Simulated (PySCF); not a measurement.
# H2O4S (Sulfuric acid): the cost of one run

The runs use PySCF 2.14.0, with density-fitted response routines of our own; the level of theory stands in each step. All values are computed, except where a source is named. Atoms count from 0, in the outputs and in this text.

## (1) The starting structure

7 atoms, charge 0, multiplicity 1; geometry from: GFN2-xTB. The atoms were then displaced at random by about 0.01 Å, so the start is not that level's minimum.

Bonds of the start (Å): O0–S1 1.40, S1–O2 1.42, S1–O3 1.61, S1–O4 1.59, O3–H5 0.96, O4–H6 0.95.

## (2) Optimising the geometry at PBE0-D3(BJ)/def2-TZVP

The job: settings as JSON, then the geometry in Å.

```
{"job": {"xc": "PBE0", "basis": "def2-TZVP", "d3": "d3bj", "grid": 2, "shake": 0.01, "kind": "geom"}, "charge": 0, "multiplicity": 1}
O     -0.939130    -0.431900    -1.295680
S     -0.410330    -0.123460    -0.031450
O     -1.188820    -0.222190     1.149860
O      0.259360     1.336810    -0.077210
O      0.898930    -1.007880     0.126260
H      0.223400     1.664570     0.822600
H      1.190550    -1.245050    -0.744310
```

Command:

```console
> OMP_NUM_THREADS=1 python probes_run.py task.json out
```

This one command runs all jobs of the session in turn.

Q: Estimate the wall time and peak memory of this first job on 1 thread of Intel Xeon 6975P-C, shared host.

About 53 s, with a peak of 0.67 GiB.
